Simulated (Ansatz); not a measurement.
## Loss of NH3: how K changes with temperature for AlH3(NH3) ⇌ AlH3 + NH3

Species: AlH3(NH3), singlet; AlH3 `[AlH3]`, singlet; NH3 (ammonia) `N`, singlet. 

The electronic reaction energy at CCSD(T)/CBS estimate is +124.6 kJ/mol. Shapes: PBE0-D4/def2-TZVP. Programs: Ansatz 0.2.0. Enthalpy and entropy come from rigid-rotor, harmonic-oscillator sums on unscaled PBE0-D4/def2-TZVP wavenumbers, ideal gases at 1 bar. Symmetry numbers: AlH3(NH3) 3, AlH3 6, NH3 3. R = 8.3145 J/(mol K).

| T (K) | ΔH (kJ/mol) | ΔS (J/(mol K)) |
| --- | --- | --- |
| 400 | +113.7 | +129.3 |
| 600 | ? | ? |
| 800 | +109.5 | +122.4 |

Task: Work out ln K at 400 and 800 K, and from these estimate it at 600 K.

Result: 
1. 400 K: ΔG = +113.7 − 400 × (+129.3)/1000 = +62.0 kJ/mol; ln K = −ΔG/RT = -18.64.
2. 800 K: ΔG = +109.5 − 800 × (+122.4)/1000 = +11.6 kJ/mol; ln K = −ΔG/RT = -1.74.
3. Slope against 1000/T: (-1.74 − (-18.64))/(1.2500 − 2.5000) = -13.52, that is −ΔH/R with ΔH near +112 kJ/mol.
4. 600 K: ln K = -18.64 + (-13.52) × (1.6667 − 2.5000) = -7.37.

The full sums give ΔH = +112.0 kJ/mol, ΔS = +126.0 J/(mol K), ΔG = +36.4 kJ/mol and ln K = -7.30 at 600 K, so the line is off by -0.07 in ln K; without rounding the miss is -0.07, from the change of ΔH with temperature. The products are favoured at 1 bar above about 900 K, give or take 85 K for 10 kJ/mol in the energy. The number of molecules rises, which sets the sign of ΔS, and lower pressure favours the products. An error of 10 kJ/mol in the energy moves ln K by 2.0 at 600 K. Soft modes are treated as harmonic, which can err either way at these temperatures; the lowest are those of AlH3(NH3) (130 cm⁻¹). AlH3 would pair up to its dimer, which this equilibrium leaves out. The CBS estimate extrapolates MP2 from def2-TZVPP and def2-QZVPP and adds CCSD(T) − MP2 in the triple-zeta set, cores frozen.
